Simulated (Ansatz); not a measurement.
Relaxation of CH4BF (7 atoms, charge 0, multiplicity 1), to a largest force component of 0.03 eV/Å in at most 50 steps.

Theory: RKS PBE0-D4/def2-SVP (Ansatz).

```xyz
7
Properties=species:S:1:pos:R:3:forces:R:3
B 0.121 0.002 0.122 -0.06 0.00 -0.22
H 0.153 0.008 1.320 -0.09 0.00 0.40
F 1.304 -0.012 -0.468 0.15 0.00 -0.17
C -1.191 0.005 -0.718 0.01 0.01 -0.01
H -1.773 -0.905 -0.489 0.01 0.00 0.01
H -1.832 0.847 -0.410 -0.01 0.00 0.00
H -1.020 0.056 -1.803 -0.01 -0.01 0.00
```

Problem. Where does it end, and by what steps?

Solution. The forces met the threshold. After 5 steps the energy has fallen by 0.005 eV; H2 moved furthest, 0.02 Å.

| step | energy less start (eV) | largest force component (eV/Å) | accepted |
| --- | --- | --- | --- |
| 0 | 0.0000 | 0.397 | yes |
| 1 | -0.0043 | 0.099 | yes |
| 2 | -0.0046 | 0.038 | yes |
| 3 | -0.0046 | 0.037 | yes |
| 4 | -0.0045 | 0.074 | no |
| 5 | -0.0047 | 0.010 | yes |

```xyz
7
Properties=species:S:1:pos:R:3
B 0.124 0.001 0.118
H 0.140 -0.001 1.332
F 1.309 -0.005 -0.478
C -1.188 0.006 -0.720
H -1.770 -0.902 -0.481
H -1.828 0.850 -0.412
H -1.025 0.050 -1.806
```

Run time: 12 s on 1 thread of Arm Neoverse V1, on a shared host, peak memory 0.13 GiB.
